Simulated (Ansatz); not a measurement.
# CHAl (singlet): the correlation ladder at distance Al1–H3 = 1.897 Å, 6-31G

Aim: climb from Hartree-Fock through coupled cluster and multireference methods for CHAl (singlet) at one geometry and basis, and see what each rung misses.

The runs use Ansatz 0.2.0, Gaussian basis; 6-31G, core rule «outside noble gas», up to 6 orbitals frozen.

To be run: UHF; CCSD(T) on RHF; CCSD(T) on UHF; BCCD(T) on RHF; CISD; CCSDT(Q) on RHF; CCSDT(Q) on UHF; CISDTQ; CCSDTQ on RHF; CASSCF and MRCISD+Q, 2 electrons in 2 orbitals; CASSCF and NEVPT2, 2 electrons in 2 orbitals; CASSCF and MRCISD+Q, 8 electrons in 9 orbitals; CASSCF and MRCISD+Q(relaxed), 8 electrons in 9 orbitals; CASSCF and NEVPT2, 8 electrons in 9 orbitals; Full CI.

17 further runs of the same task are left out: 2 for a mislabelled method, 11 that didn't finish, 4 set aside as unsound or not needed.

### 1 What is computed

The geometry derives from a PBE0/def2-TZVP stationary point (not a proven minimum). One bond is set to the value named and the two fragments are kept rigid.

3 atoms, charge 0, spin multiplicity 1.

Atoms are counted from 1 here; the program's logs count them from 0.

Bond lengths: Al1–C2 1.924 Å, Al1–H3 1.897 Å. Angles: C2–Al1–H3 180.0°.

### 2 UHF

Contents of in.yaml:

```yaml
crystal:
  periodic: [false, false, false]
  atoms:
    - {symbol: Al, position_ang: [0.000000, 0.000000, 0.008843]}
    - {symbol: C, position_ang: [0.000000, 0.000000, -1.914686]}
    - {symbol: H, position_ang: [0.000000, 0.000000, 1.905843]}
basis:
  gaussian: {orbitals: 6-31G}
magnetization: {spin_polarized: true, initial_magnetization: 0}
hamiltonian: {xc: hf}
output: {orbitals: {seedname: orbitals}}
```

The run is started by

```bash
$ ansatz run in.yaml --threads 1 --pin off --events-out ev --progress --plain --max-ram 2393MiB
```

Further steps of the session: CCSD(T) on RHF; CCSD(T) on UHF; BCCD(T) on RHF; CISD; CCSDT(Q) on RHF; CCSDT(Q) on UHF; CISDTQ; CCSDTQ on RHF; CASSCF and MRCISD+Q, 2 electrons in 2 orbitals; CASSCF and NEVPT2, 2 electrons in 2 orbitals; CASSCF and MRCISD+Q, 8 electrons in 9 orbitals; CASSCF and MRCISD+Q(relaxed), 8 electrons in 9 orbitals; CASSCF and NEVPT2, 8 electrons in 9 orbitals; Full CI.

Q: Predict the results of all the runs planned. Wanted: FCI below the RHF energy; RMP2 from FCI; RCCSD from FCI; RCCSD(T) from FCI; RCCSDT(Q) from FCI; NEVPT2 valence from FCI; MRCISD+Q valence from FCI; MRCISD+Q(relaxed) valence from FCI; T1 diagnostic.

The runs gave:

| quantity | value |
| --- | --- |
| FCI below the RHF energy | -4.3328 eV |
| RMP2 from FCI | +1165.7 meV |
| RCCSD from FCI | +341.9 meV |
| RCCSD(T) from FCI | +139.1 meV |
| RCCSDT(Q) from FCI | +36.3 meV |
| NEVPT2 valence from FCI | +253.3 meV |
| MRCISD+Q valence from FCI | +10.2 meV |
| MRCISD+Q(relaxed) valence from FCI | -4.0 meV |
| levels within 1 kcal/mol (43 meV) | RCCSDT(Q), RCCSDTQ, MRCISD valence, MRCISD+Q valence, MRCISD+Q(relaxed) valence |
| T1 diagnostic | 0.036 |
| effectively unpaired electrons | 2.16 |

RCCSD(T) misses by +139.1 meV, 3.2 % of the correlation energy. MRCISD+Q(relaxed) valence falls below full CI: the +Q correction isn't variational, and the cores differ from full CI's. With 2.2 effectively unpaired electrons against 0 the state is strongly multireference. Of the multireference levels listed MRCISD+Q(relaxed) valence comes nearest in total energy (-4.0 meV), which doesn't show that its space is the better one. Coupled cluster took another determinant than the lowest Hartree-Fock one. These misses are within one basis, not against nature.
